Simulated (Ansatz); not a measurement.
One change: `C#CCOCC` becomes `C#CCOC=O`.

Ansatz, PBE0-D4/def2-TZVP geometries, multiplicity 1. Each molecule was computed in one conformer, which needn't be the lowest.

```
                                          property  `C#CCOCC`
                 LUMO energy (PBE/def2-TZVPP) / eV      -0.46
             HOMO–LUMO gap (B3LYP/def2-TZVPP) / eV       7.84
size of the dipole moment (ωB97M-V/def2-TZVPP) / D       1.05
  size of the dipole moment (B3LYP/def2-TZVPP) / D       1.04
               HOMO–LUMO gap (PBE/def2-TZVPP) / eV       5.68
           HOMO–LUMO gap (ωB97M-V/def2-TZVPP) / eV      12.67
```

Q: Give the same properties after the change, and the shifts. (Best estimate.)

A: The calculation gave: 
```
                                          property  `C#CCOC=O`  shift
                 LUMO energy (PBE/def2-TZVPP) / eV       -1.29  -0.83
             HOMO–LUMO gap (B3LYP/def2-TZVPP) / eV        7.51  -0.33
size of the dipole moment (ωB97M-V/def2-TZVPP) / D        1.69   0.64
  size of the dipole moment (B3LYP/def2-TZVPP) / D        1.71   0.67
               HOMO–LUMO gap (PBE/def2-TZVPP) / eV        5.48  -0.20
           HOMO–LUMO gap (ωB97M-V/def2-TZVPP) / eV       12.60  -0.07
```

With PBE0 the HOMO falls by 0.41 eV and the LUMO falls by 0.71 eV, so the gap narrows by about 0.30 eV. PBE moves the HOMO by -0.62 eV and ωB97M-V by -0.32 eV. Dipoles are sizes alone; their direction can turn.

B3LYP here is the variant with VWN-RPA as its local correlation; programs differ in this.
